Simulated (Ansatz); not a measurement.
# C₄H₅N: a ladder of functionals and wavefunction methods

One table from this session's results is given with a row withheld; the runs are named, their logs left out.

Computed with Ansatz 0.2.0, Gaussian basis. Level: functionals in def2-TZVPP, the program's frozen cores in correlated methods.

Levels to be run: LDA (SPW92), PBE-D4, revPBE-D4, BLYP-D4, r2SCAN-D4, B97M-V, PBE0-D4, B3LYP-D4, r2SCANh-D4, r2SCAN0-D4, HSE06-D4, BHLYP-D4, CAM-B3LYP-D4, LC-ωPBE, ωB97X-V, ωB97M-V, B2PLYP, PBE-QIDH; CCSD(T)/def2-SVP; CCSD(T)/def2-TZVPP; MP2/def2-QZVPP; extrapolation to the limit; RPA on PBE.

## The relaxed structure

An earlier PBE0-D4 in a triple-zeta def2 set relaxation fixed the geometry.

SMILES `CC1=CC=N1`, 10 atoms, charge 0, spin multiplicity 1.

Atoms are counted from 1 here; the program's logs count them from 0.

Bond lengths: C1–C2 1.460 Å, C1–H6 1.096 Å, C1–H7 1.091 Å, C1–H8 1.095 Å, C2–C3 1.331 Å, C2–N5 1.553 Å, C3–C4 1.528 Å, C3–H9 1.080 Å, C4–N5 1.277 Å, C4–H10 1.090 Å. Angles: C2–C1–H6 109.9°, C2–C1–H7 111.5°, C2–C1–H8 109.9°, H6–C1–H7 109.4°, H6–C1–H8 106.5°, H7–C1–H8 109.5°, C1–C2–C3 141.4°, C1–C2–N5 125.0°, C3–C2–N5 93.6°, C2–C3–C4 84.3°, C2–C3–H9 136.8°, C4–C3–H9 139.0°, C3–C4–N5 97.1°, C3–C4–H10 135.9°, N5–C4–H10 127.0°, C2–N5–C4 85.0°.

The first run:

The input, in.yaml:

```yaml
crystal:
  periodic: [false, false, false]
  atoms:
    - {symbol: C, position_ang: [-1.428066, -0.598503, 0.005292]}
    - {symbol: C, position_ang: [-0.081775, -0.033785, -0.021244]}
    - {symbol: C, position_ang: [1.007254, 0.094542, 0.733712]}
    - {symbol: C, position_ang: [1.570442, 0.839547, -0.475079]}
    - {symbol: N, position_ang: [0.539241, 0.731287, -1.221006]}
    - {symbol: H, position_ang: [-2.167355, 0.192104, -0.163845]}
    - {symbol: H, position_ang: [-1.635757, -1.092731, 0.955026]}
    - {symbol: H, position_ang: [-1.547598, -1.316201, -0.813665]}
    - {symbol: H, position_ang: [1.316264, -0.199536, 1.726172]}
    - {symbol: H, position_ang: [2.510550, 1.332074, -0.722463]}
basis:
  gaussian: {orbitals: def2-TZVPP}
hamiltonian: {xc: lda}
output: {orbitals: {seedname: orbitals}}
```

Started as:

```
$ ansatz run in.yaml --threads 2 --pin off --events-out ev --progress --plain --max-ram 4352MiB
```

Among the steps run: LDA; PBE-D4 (GGA); revPBE-D4 (GGA); BLYP-D4 (GGA); r2SCAN-D4 (meta-GGA); B97M-V (meta-GGA); PBE0-D4 (hybrid); B3LYP-D4 (hybrid); r2SCANh-D4 (hybrid); r2SCAN0-D4 (hybrid); HSE06-D4 (hybrid); BHLYP-D4 (hybrid); CAM-B3LYP-D4 (range-separated); LC-ωPBE (range-separated); ωB97X-V (range-separated); ωB97M-V (range-separated); B2PLYP (double hybrid); PBE-QIDH (double hybrid).

One of the session's tables, all rows but one given; the rest of the session is left out.

It belongs to the step «Frontier levels by functional». 

```
  functional  HOMO (eV)  LUMO (eV)  gap (eV)
 LDA (SPW92)      -5.31      -3.13      2.18
      PBE-D4      -5.12      -2.88      2.24
   revPBE-D4      -5.05      -2.79      2.26
     BLYP-D4      -4.98      -2.74      2.23
   r2SCAN-D4      -5.23      -2.73      2.50
      B97M-V      -5.22      -2.60      2.62
     PBE0-D4      -6.19      -1.82      4.37
    B3LYP-D4      -5.99      -2.06      3.93
  r2SCANh-D4          ?          ?         ?
  r2SCAN0-D4      -6.27      -1.75      4.52
    HSE06-D4      -5.79      -2.21      3.57
    BHLYP-D4      -7.11      -0.65      6.46
CAM-B3LYP-D4      -7.54      -0.61      6.93
     LC-ωPBE      -8.94       0.62      9.56
     ωB97X-V      -8.52       0.53      9.05
     ωB97M-V      -8.43       0.45      8.88
```

Q: Estimate the row for r2SCANh-D4 from the others.

Worked estimate for «HOMO (eV)». Against the share of exact exchange, r2SCAN-D4 (0, -5.23), r2SCAN0-D4 (0.25, -6.27) give a slope of -4.16 per unit share; at 0.1 the line stands at -5.65.

As computed: HOMO (eV): -5.64; LUMO (eV): -2.34; gap (eV): 3.31. In «HOMO (eV)» the line misses by -0.01.
